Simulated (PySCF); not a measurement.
# C2H2N2S (1,3,4-Thiadiazole): the cost of one run

Programs: PySCF 2.14.0, with density-fitted response routines of our own. Each step states its level of theory. These are calculated values for one molecule, in the gas phase or a continuum, unless marked as measured. Atoms count from 0, in the outputs and in this text.

## Step 1: The starting structure

7 atoms, charge 0, multiplicity 1; geometry from: GFN2-xTB. The atoms were then displaced at random by about 0.01 Å, so the start is not that level's minimum.

Bonds of the start (Å): C0–N1 1.27, N1–N2 1.34, N2–C3 1.26, C3–S4 1.71, S4–C0 1.77, C0–H5 1.05, C3–H6 1.09.

## Step 2: Relaxing the molecule at PBE0-D3(BJ)/def2-TZVP

The job: settings as JSON, then the geometry in Å.

```
{"job": {"xc": "PBE0", "basis": "def2-TZVP", "d3": "d3bj", "grid": 2, "shake": 0.01, "kind": "geom"}, "charge": 0, "multiplicity": 1}
C      1.185990     0.101800     0.016040
N      0.718950    -0.912220     0.621590
N     -0.616010    -0.957930     0.688760
C     -1.142810     0.043920     0.137950
S     -0.084180     1.188110    -0.571290
H      2.200750     0.338350    -0.146450
H     -2.228740     0.168860     0.103060
```

The run is started by

```bash
$ OMP_NUM_THREADS=1 python probes_run.py task.json out
```

This one command runs all jobs of the session in turn.

Q: Estimate the wall time and peak memory of this first job on 1 thread of Arm Neoverse N1, shared host.

About 88 s, with a peak of 0.73 GiB.
